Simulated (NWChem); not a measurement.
System: ethane (C$_{2}$H$_{6}$); SMILES CC

Results from NWChem. Pople sets run with spherical d functions. Coordinates come from a PBE0/def2-SVP optimisation. B3LYP is NWChem's, with the RPA form of VWN correlation. Total energies compare along this basis series because the functional is fixed.

```json
[
 {"level": "B3LYP/STO-3G", "basis functions": "16", "energy (Ha)": "-78.8852", "highest occupied level (eV)": "-8.35", "orbital gap (eV)": "19.16"},
 {"level": "B3LYP/3-21G", "basis functions": "30", "energy (Ha)": "-79.4002", "highest occupied level (eV)": "-9.16", "orbital gap (eV)": "12.71"},
 {"level": "B3LYP/6-31G*", "basis functions": "40", "energy (Ha)": "-79.8289", "highest occupied level (eV)": "-9.20", "orbital gap (eV)": "12.04"},
 {"level": "B3LYP/6-31+G*", "basis functions": "48", "energy (Ha)": "-79.8321", "highest occupied level (eV)": "-9.35", "orbital gap (eV)": "9.84"},
 {"level": "B3LYP/def2-SVP", "basis functions": "58", "energy (Ha)": "-79.7716", "highest occupied level (eV)": "-9.27", "orbital gap (eV)": "10.98"},
 {"level": "B3LYP/def2-SVPD", "basis functions": "88", "energy (Ha)": "-79.7772", "highest occupied level (eV)": "-9.35", "orbital gap (eV)": "9.94"},
 {"level": "B3LYP/def2-TZVP", "basis functions": "98", "energy (Ha)": "-79.8637", "highest occupied level (eV)": "-9.35", "orbital gap (eV)": "10.39"},
 {"level": "B3LYP/6-311++G**", "basis functions": "86", "energy (Ha)": "-79.8563", "highest occupied level (eV)": "-9.35", "orbital gap (eV)": "9.18"},
 {"level": "B3LYP/aug-cc-pVTZ", "basis functions": "230", "energy (Ha)": "-79.8643", "highest occupied level (eV)": "-9.34", "orbital gap (eV)": "9.11"}
]
```
